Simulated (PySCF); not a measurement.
Isopropylamine, C₃H₉N.
Atom-mapped SMILES: `[CH3:1][CH:2]([CH3:3])[NH2:4]` (hydrogens: H5, H6, H7 on C1; H8 on C2; H9, H10, H11 on C3; H12, H13 on N4)

Cartesian coordinates in Å at the PBE0-D3(BJ)/def2-TZVP level; atoms count from 1:
```xyz
13
C3H9N angstrom
C      1.317   -0.417    0.114
C     -0.108   -0.131   -0.319
C     -0.514    1.291    0.016
N     -1.004   -1.052    0.372
H      1.413   -0.296    1.196
H      2.018    0.260   -0.379
H      1.609   -1.441   -0.139
H     -0.157   -0.249   -1.416
H      0.133    2.012   -0.489
H     -1.544    1.492   -0.293
H     -0.447    1.455    1.095
H     -1.960   -0.914    0.067
H     -0.760   -2.012    0.159
```

Method used: PBE0-D3(BJ)/def2-TZVP geometry optimisation, gas phase (PySCF).

Take the most abundant isotopes and a rigid rotor. The values belong to one conformer with, in the numbering `[CH3:1][CH:2]([CH3:3])[NH2:4]`, C1–C2–N4–H -177° and -59°.

**Question.** Give the principal moments of inertia and the rotational constants in MHz.

**Answer.** Ia = 59.91, Ib = 62.68, Ic = 107.26 u·Å²; 505379 MHz·u·Å²/I gives A = 8436, B = 8063, C = 4712 MHz.

**Question.** Classify the top.

**Answer.** An asymmetric top. Ray's parameter κ = (2B − A − C)/(A − C) = 0.800; −1 is the prolate and +1 the oblate limit.

**Question.** Is it planar, by Δ = Ic − Ia − Ib?

**Answer.** Not planar: Δ = Ic − Ia − Ib = -15.33 u·Å². For a rigid frame Δ = −2 Σ m c², so Σ m c² = 7.66 u·Å² lies off the ab plane: 5.39 from hydrogen and 2.27 from heavier atoms. The atom farthest from that plane is 1.47 Å away.

**Question.** Give the other two planar moments, Paa and Pbb, and the rms extents of the mass along the axes.

**Answer.** Paa = Σ m a² = (Ib + Ic − Ia)/2 = 55.02 and Pbb = Σ m b² = (Ia + Ic − Ib)/2 = 52.25 u·Å². With the mass M = 59.07 u, the rms extents √(P/M) along a, b and c are 0.97, 0.94, 0.36 Å.

**Question.** List the rotational levels J(Ka,Kc) to J = 2 (cm⁻¹).

**Answer.** Above 0(0,0):
J = 1: 1(0,1) 0.4261, 1(1,1) 0.4386, 1(1,0) 0.5503
J = 2: 2(0,2) 1.1780, 2(1,2) 1.1790, 2(1,1) 1.5143, 2(2,1) 1.5517, 2(2,0) 1.6520
The levels of one J sum to (2J + 1)J(J + 1)(A + B + C)/3.

**Question.** Which types of transition are allowed, and where do some lines up to J = 3 fall?

**Answer.** The dipole components are |μa| = 0.00 D, |μb| = 0.20 D, |μc| = 1.26 D; the mirror of this Cs structure is the bc plane, so μa vanishes by symmetry (the 0.03 D computed is a residue) and there are no a-type lines. The squared components, which scale the intensities, stand as 0.03 : 1.00 (b : c). Some lines, for components of 0.1 D or more:

```tsv
type	branch	J(Ka,Kc)	MHz	lower level (cm⁻¹)
c	Q	1(1,1) ← 1(0,1)	373	0.426
c	Q	2(2,1) ← 2(1,1)	1120	1.514
c	Q	3(3,1) ← 3(2,1)	2238	3.147
b	Q	3(2,1) ← 3(1,2)	9659	2.825
b	Q	2(1,1) ← 2(0,2)	10083	1.178
b	Q	3(3,1) ← 3(2,2)	11751	2.830
b	R	1(1,1) ← 0(0,0)	13147	0.000
b	R	2(0,2) ← 1(1,1)	22168	0.439
b	R	2(1,2) ← 1(0,1)	22570	0.426
b	R	3(0,3) ← 2(1,2)	31788	1.179
c	R	2(1,1) ← 1(0,1)	32624	0.426
c	R	2(2,0) ← 1(1,0)	33027	0.550
b	R	2(2,0) ← 1(1,1)	36378	0.439
c	R	3(2,1) ← 2(1,1)	48955	1.514
c	R	3(1,2) ← 2(0,2)	49379	1.178
b	R	3(3,0) ← 2(2,1)	52620	1.552
b	R	3(2,1) ← 2(1,2)	59008	1.179
```

**Question.** Estimate the classical rotational partition function at 10 K, 25 K and 298.15 K.

**Answer.** Point group Cs, symmetry number σ = 1; q = (√π/σ)·√((kT/h)³/(ABC)), k/h = 20836.6 MHz/K: 298 at 10 K, 1180 at 25 K, 48500 at 298.15 K.

Not checked by PBE0-D3(BJ)/def2-TZVP frequencies. These are rigid-rotor constants of the computed structure; measured ground-state constants (B0) also hold zero-point vibration. A rigid rotor knows nothing of inversion at nitrogen or internal rotation, which can split or shift real lines. Quadrupole hyperfine structure (14N) is left out.
